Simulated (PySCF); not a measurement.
# Orbital energies and ionisation energy

C4H4O2.
Cartesian coordinates in Å at the PBE0-D3(BJ)/def2-SVP level; atoms count from 1:
```
atom  x, y, z in Å
O1     1.1841   -0.4909   -1.3097
C2     1.0347   -0.0861   -0.1851
O3     2.0616    0.1827    0.6333
C4    -0.2834    0.1764    0.4681
C5    -1.4662   -0.6408    0.0281
C6    -1.4399    0.5736   -0.4064
H7     2.8670   -0.0153    0.1313
H8    -0.2054    0.5447    1.5007
H9    -1.9128   -1.6284    0.0898
H10   -1.8515    1.3918   -0.9894
```

Level: CAM-B3LYP/def2-SVPD (PySCF). Frontier orbitals with their largest atomic shares (Löwdin; up to four atoms above 4 %):

| orbital | ε (eV) | main atoms |
| --- | --- | --- |
| HOMO−3 | -11.00 | O3 45 %, O1 22 %, C2 10 %, C4 9 % |
| HOMO−2 | -10.25 | C4 29 %, O1 25 %, C5 14 %, C6 14 % |
| HOMO−1 | -9.94 | O1 49 %, C6 14 %, C5 14 %, O3 8 % |
| HOMO | -9.19 | ? |
| LUMO | 0.67 | C5 30 %, C6 30 %, C4 9 %, O1 8 % |
| LUMO+1 | 1.23 | O3 36 %, C2 18 %, H7 18 %, O1 11 % |
| LUMO+2 | 1.29 | C2 26 %, O1 14 %, C5 14 %, C6 14 % |

**Question.** What vertical ionisation energy does ΔSCF give, and how far is −ε(HOMO) from it?

**Answer.** ΔSCF: 10.17 eV (981 kJ/mol; threshold wavelength 122 nm); ⟨S²⟩ of the doublet left behind is 0.755, against 0.75 for a pure doublet. −ε(HOMO) is 9.19 eV, 0.98 eV below it. In exact Kohn–Sham theory the two would be equal; CAM-B3LYP (range-separated hybrid) falls short of its own ΔSCF value by 10 %.

**Question.** On which atoms does the HOMO lie?

**Answer.** O1 (acid carbonyl oxygen) 22 %, C5 (alkene CH carbon) 19 %, C6 (alkene CH carbon) 19 %, C4 (sp3 carbon next to a carbonyl) 16 %, so no atom holds as much as 40 %. The HOMO−1 lies 0.75 eV lower.

**Question.** What total energies stand behind the ΔSCF value?

**Answer.** E(N) = -304.86444 Eh and E(N − 1) = -304.49079 Eh at the same geometry, 0.37365 Eh apart.

**Question.** With α = 50.9 au, estimate the like-pair dispersion coefficient by London's formula C6 = (3/4)α²I.

**Answer.** I = 0.3736 Eh, so C6 ≈ 726 au, a rough estimate.

Isolated species at its PBE0-D3(BJ)/def2-SVP geometry (one conformer only).

These values come from a run that also computed excited states and ΔSCF ions. On an x86-64 server with one thread, shared host, this took 1.9 min wall.
